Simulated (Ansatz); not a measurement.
A further run on the cluster Si₃.

```yaml
crystal:
  periodic: [false, false, false]
  atoms:
    - {symbol: Si, position_ang: [0.863175, 0.007822, 0.685922]}
    - {symbol: Si, position_ang: [-0.352025, 1.423420, -0.459361]}
    - {symbol: Si, position_ang: [-0.511150, -1.431242, -0.226560]}
basis:
  gaussian: {orbitals: STO-3G}
hamiltonian: {xc: {name: B97}}
scf: {omitted_lower_state_checks: [starts]}
```

```sh
$ ansatz run in.yaml --threads 2 --pin off --events-out ev --progress --plain --max-ram 4352MiB
```

It prints (some lines left out):

```
Functional definition: B97
286 factors; integrals over basis functions are off by at most 2.5e-5 eV
mean field evaluation 1: about -23349.3572 eV, gradient 1.1e1 eV
mean field evaluation 2: about -23345.7072 eV, gradient 3.1e1 eV
mean field evaluation 4: about -23349.8898 eV, gradient 1.0e-1 eV
mean field evaluation 8: about -23349.8860 eV, gradient 4.9e-3 eV
mean field -23349.88599826 eV, -858.0924833148 hartree, gradient 8.3e-5 eV, S^2 0.000000; 0 other end points of the search recorded, 0 dependent functions left out
reference -23349.88601084 eV, -858.0924837771 hartree; 21, 21 occupied and 6, 6 virtual orbitals, 286 factors
Total energy: -23349.88601084 eV, -858.0924837771 hartree
Checks for a lower state left out: starts
```

Hardware: 2 threads of Arm Neoverse V2 on a shared host. Wall time 0.55 s.
